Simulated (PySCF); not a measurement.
# Spin-Hamiltonian simulation

Molecule: `C=NC(C)=O`, C$_{3}$H$_{5}$NO.

Bonds (- single, = double, # triple, : aromatic): C1=N2 1.263 Å, N2-C3 1.406 Å, C3-C4 1.503 Å, C3=O5 1.206 Å. C1 carries H6, H7; C4 carries H8, H9, H10. H6 is cis to C3; H7 is trans to C3.

- PBE0/pcSseg-1 with gauge-including orbitals
- B3LYP/pcJ-1 coupling constants (spin–dipole term only in couplings to heteroatoms)
- PBE0-D3(BJ)/def2-SVP structure
- code: PySCF 2.14
- isolated molecule, averaged over atoms made equivalent by symmetry, fast rotation or ring inversion, no relativistic terms, a single conformation

Scale: TMS for ¹H (reference shieldings calculated alike).

Shifts (ppm): H6 7.65, H7 7.15.
Couplings (Hz): H6–H7: 19.7.

The 2-spin Hamiltonian (Zeeman plus full scalar coupling among like nuclei) was diagonalised exactly; lines are Lorentzian, 0.5 Hz wide, and the maxima above 3 % are listed with the tallest set to 100.

Q: Give the ¹H peak list of this spin system at 250 MHz.

A: 
δ in ppm (height): 7.692 (73), 7.614 (100), 7.186 (100), 7.108 (73)

Q: And at 400 MHz?

A: 
δ in ppm (height): 7.676 (82), 7.627 (100), 7.173 (100), 7.124 (82)

Q: Among coupled protons with different shifts, which pair is furthest from first order, and how does the field change that?

A: H6 and H7: Δν/J is about 6.3 at 250 MHz (intermediate, with clear roofing) and 10.2 at 400 MHz (close to first order). J in Hz doesn't depend on the field, while Δν in Hz grows in proportion to it.
